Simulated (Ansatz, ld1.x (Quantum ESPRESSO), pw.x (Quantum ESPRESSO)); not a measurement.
**Rb: one change to the TM potential, in the atom and in the bcc crystal**

- Element: rubidium
- Generator: ld1.x (Quantum ESPRESSO) 7.5
- Type: norm-conserving Troullier–Martins (Kleinman–Bylander form)
- Functional: PBEsol
- Relativity: scalar-relativistic
- Frozen core: [Kr]
- Valence charge: 1
- Reference configuration: 5s1 5p0
- Partial waves: 5s (bound): rc 4.10 bohr; 5p (bound, empty): rc 3.80 bohr; 4d channel at 0.15 Ry: rc 3.80 bohr
- Local potential: all-electron potential smoothed inside 3.85 bohr (lloc = -2)
- Core correction: a·sin(br)/r model core inside 3.75 bohr

Change: wave 5p (bound): rc 3.80 bohr becomes 5p (bound): rc 2.42 bohr.

Cutoffs, loose and tight: the cutoffs (Ry, on a coarse ladder) from which the occupation-weighted sum of valence levels, in a spherical-Bessel basis at the reference potential, stays within 10 and 1 mRy of its value at 400 Ry. They do not see the model core or the augmentation charge, which bear on the density cutoff. Test errors are all-electron minus pseudo excitation energies from the reference, over the configurations 5s0.5 5p0; 5s0 5p1; variants that change the core or the reference have their own tests.

Crystal test: bcc Rb in pw.x 7.5, no spin, 8³ k-points, Fermi–Dirac smearing 0.01 Ry, cutoffs set for each file from its atomic test. The reference is all-electron LAPW (Ansatz 0.2.0) with the same functional, mesh and smearing; V0 and B0 come from Birch–Murnaghan fits to the pressures at five volumes. Errors are pseudo minus all-electron; Δ is the rms difference of the E(V) curves that follow from these fits, minima aligned, over ±6 % about the mean V0. Mesh and smearing are coarse, so the numbers serve the comparison and aren't converged zero-temperature values; the lattice is a test structure that the element need not adopt.

All-electron: a0 = 5.579 Å (V0 = 86.80 Å³/atom), B0 = 2.9 GPa.

Problem. Does the change bring the crystal closer to the all-electron result?

Solution. The mean pressure error goes from +0.03 to -1.85 GPa, so the change moves the solid further from the all-electron pressures.

```
                       quantity       base    changed
                 outcome (atom)  generated  generated
           cutoff, loose (atom)       6 Ry       6 Ry
           cutoff, tight (atom)       6 Ry       6 Ry
            bound ghosts (atom)       none          p
largest test error (meV) (atom)       -2.0        +86
           cutoffs in pw.x (Ry)     50/200     50/200
                         a0 (Å)      5.597          –
                   a0 error (%)      +0.33          –
                   B0 error (%)       +7.3          –
                   Δ (meV/atom)        0.6          –
      mean pressure error (GPa)      +0.03      -1.85
```

A dash: not determined, or the minimum lies outside the volumes sampled.

Base: The logarithmic derivative shows an extra or strongly shifted pseudo pole above the reference energy (s near 1.24 Ry). Changed file: This is a poor potential for the solid. The pseudo pressure rises with volume over the whole range, a mechanical instability. Note: ghost state, extra bound levels that the all-electron valence spectrum of the same l lacks: p at -17.9 eV. A true bound ghost makes a file unfit for plane-wave use. The logarithmic derivative shows an extra or strongly shifted pseudo pole above the reference energy (s near 1.24 Ry). The cutoffs count occupied waves only; the empty 5p level needs 200 Ry at the loose tolerance. The atomic cutoffs weigh occupied waves only.
